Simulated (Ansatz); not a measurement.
**U-wB97M-V/6-311+G(d,p) run of CH4FSi (SMILES [CH2][SiH2]F)**

What is the vertical doublet–quartet gap of CH4FSi at U-wB97M-V/6-311+G**? 

Program for the calculation: Ansatz 0.2.0.

59 further runs of the same task are left out: 1 that didn't finish, 58 set aside as unsound or not needed.

## Step 1: Starting point

CH4FSi has 7 atoms, charge 0, and is taken as a doublet. SMILES: `[CH2][SiH2]F`. Geometry: relaxed at PBE0-D4/def2-TZVP. This is one conformer, not always the lowest.

Bond lengths: C1–Si2 1.828 Å, Si2–F3 1.601 Å, C1–H4 1.085 Å, C1–H5 1.086 Å, Si2–H6 1.486 Å, Si2–H7 1.486 Å. Angles: C1–Si2–F3 109.0°, C1–Si2–H6 111.6°, C1–Si2–H7 111.7°, F3–Si2–H6 107.8°, F3–Si2–H7 107.6°, Si2–C1–H4 122.6°, Si2–C1–H5 122.3°, H6–Si2–H7 109.0°, H4–C1–H5 115.1°.

## Step 2: A single-point energy at U-wB97M-V/6-311+G(d,p)

Contents of in.yaml:

```yaml
basis:
  gaussian:
    orbitals: 6-311+G_st__st_-spherical.json
crystal:
  periodic: [false, false, false]
  atoms:
    - {symbol: C, position_ang: [-0.871900, 0.281100, -0.615800]}
    - {symbol: Si, position_ang: [0.588600, -0.157300, 0.392500]}
    - {symbol: F, position_ang: [0.652600, -1.749500, 0.550500]}
    - {symbol: H, position_ang: [-1.536000, -0.466000, -1.038500]}
    - {symbol: H, position_ang: [-1.136000, 1.310700, -0.837900]}
    - {symbol: H, position_ang: [0.509900, 0.430600, 1.755300]}
    - {symbol: H, position_ang: [1.854000, 0.282500, -0.251700]}
magnetization:
  spin_polarized: true
  initial_magnetization: 1
hamiltonian:
  xc: {name: wB97M-V}
accuracy: high
output: {orbitals: {seedname: orbitals}}
```

The basis set 6-311+G** is read from a file made from the Basis Set Exchange's data (not shown).

On the command line:

```bash
ansatz run in.yaml --threads 1 --pin off --max-ram 3480MiB --events-out events.jsonl --progress --plain --runs-dir runs
```

Output:

```text
Warning: RAYON_NUM_THREADS=1 ignored (pool sized by the plan → 1); use --threads N
Functional definition: wB97M-V
  name "wB97M-V"
  parameter omega = 0.3/bohr
  parameter cx = 0.15
  parameter cx01 = 1.007
  parameter cx10 = 0.259
  parameter css00 = 0.443
  parameter css04 = -1.437
  parameter css10 = -4.535
  parameter css20 = -3.390
  parameter css43 = 4.278
  parameter cos00 = 1.000
  parameter cos10 = 1.358
  parameter cos20 = 2.924
  parameter cos21 = -8.812
  parameter cos60 = -1.390
  parameter cos61 = 9.142
  parameter b = 6.0
  parameter c = 0.01
  gx(w, u) = 1 - cx + cx01*u + cx10*w
  gss(w, u) = css00 + css04*u^4 + css10*w + css20*w^2 + css43*w^4*u^3
  gos(w, u) = cos00 + cos10*w + (cos20 + cos21*u)*w^2 + (cos60 + cos61*u)*w^6
  exchange = spin_sum(e_x_unif_sr(omega)*gx(b97_w, b97_u_x)) + cx*exact_x_sr(omega) + exact_x_lr(omega)
  correlation = spin_sum(e_c_pw_mod_same_spin*gss(b97_w, b97_u_same))
      + integral(e_c_pw_mod_opposite_spin*gos(b97_w_opposite, b97_u_opposite)) + vv10(b, c)
1833 factors; integrals over basis functions are off by at most 4.3e-9 eV
394 factors; integrals over basis functions are off by at most 2.1e-9 eV
mean field evaluation 1: about -11692.3445 eV, gradient 2.9e1 eV
mean field evaluation 2: about -11693.2295 eV, gradient 2.8e1 eV
mean field evaluation 4: about -11695.7491 eV, gradient 1.3e0 eV
mean field evaluation 8: about -11695.8308 eV, gradient 3.8e-2 eV
mean field evaluation 16: about -11695.8309 eV, gradient 3.9e-5 eV
mean field -11695.83087012 eV, -429.8138567579 hartree, gradient 6.6e-8 eV, S^2 0.753292; 0 other end points of the search recorded, 0 dependent functions left out
reference -11695.83087759 eV, -429.8138570324 hartree; 17, 16 occupied and 81, 82 virtual orbitals, 1833 factors
Total energy: -11695.83087759 eV, -429.8138570324 hartree
```

Wall time 77 s (1 thread of Arm Neoverse V2, shared host); peak memory 0.94 GiB.

## Step 3: The quartet at the same level

Changes to in.yaml since step 2:

```diff
@@ -1,4 +1 @@
-basis:
-  gaussian:
-    orbitals: 6-311+G_st__st_-spherical.json
 crystal:
@@ -13,7 +10,6 @@
     - {symbol: H, position_ang: [1.854000, 0.282500, -0.251700]}
-magnetization:
-  spin_polarized: true
-  initial_magnetization: 1
-hamiltonian:
-  xc: {name: wB97M-V}
+basis:
+  gaussian: {orbitals: 6-311+G_st__st_-spherical.json}
+magnetization: {spin_polarized: true, initial_magnetization: 3}
+hamiltonian: {xc: {name: wB97M-V}}
 accuracy: high
```

The basis set 6-311+G** is read from a file made from the Basis Set Exchange's data (not shown).

On the command line:

```bash
ansatz run in.yaml --threads 1 --pin off --max-ram 3480MiB --events-out events.jsonl --progress --plain --runs-dir runs
```

Output:

```text
Warning: RAYON_NUM_THREADS=1 ignored (pool sized by the plan → 1); use --threads N
[... 19 set-up lines as earlier in the session ...]
  gx(w, u) = 1 - cx + cx01*u + cx10*w
  gss(w, u) = css00 + css04*u^4 + css10*w + css20*w^2 + css43*w^4*u^3
  gos(w, u) = cos00 + cos10*w + (cos20 + cos21*u)*w^2 + (cos60 + cos61*u)*w^6
[... 2 set-up lines as earlier in the session ...]
      + integral(e_c_pw_mod_opposite_spin*gos(b97_w_opposite, b97_u_opposite)) + vv10(b, c)
1833 factors; integrals over basis functions are off by at most 4.3e-9 eV
394 factors; integrals over basis functions are off by at most 2.1e-9 eV
mean field evaluation 1: about -11684.4388 eV, gradient 2.7e1 eV
mean field evaluation 2: about -11684.4416 eV, gradient 3.2e1 eV
mean field evaluation 4: about -11687.7227 eV, gradient 1.2e0 eV
mean field evaluation 8: about -11687.8532 eV, gradient 1.7e-1 eV
mean field evaluation 16: about -11687.8554 eV, gradient 1.0e-2 eV
mean field evaluation 32: about -11687.8554 eV, gradient 8.7e-4 eV
mean field evaluation 64: about -11687.4592 eV, gradient 6.2e0 eV
mean field -11687.85540294 eV, -429.5207637452 hartree, gradient 6.7e-8 eV, S^2 3.759366; 6 other end points of the search recorded, 0 dependent functions left out
reference -11687.85540870 eV, -429.5207639568 hartree; 18, 15 occupied and 80, 83 virtual orbitals, 1833 factors
Total energy: -11687.85540870 eV, -429.5207639568 hartree
```

Wall time 4 min (1 thread of Arm Neoverse V2, shared host); peak memory 0.95 GiB.

## Step 4: Results

Level: U-wB97M-V/6-311+G**.

```
                                        quantity          value
                           doublet: total energy  -429.81386 Eh
     doublet: HOMO energy (highest over α and β)       -9.36 eV
      doublet: LUMO energy (lowest over α and β)       -0.86 eV
                                   doublet: ⟨S²⟩          0.753
                           quartet: total energy  -429.52076 Eh
     quartet: HOMO energy (highest over α and β)       -4.15 eV
                                   quartet: ⟨S²⟩          3.759
vertical energy of the quartet above the doublet       7.975 eV
```

**Reading.** At this shape the quartet lies 7.98 eV (770 kJ/mol) above the doublet.
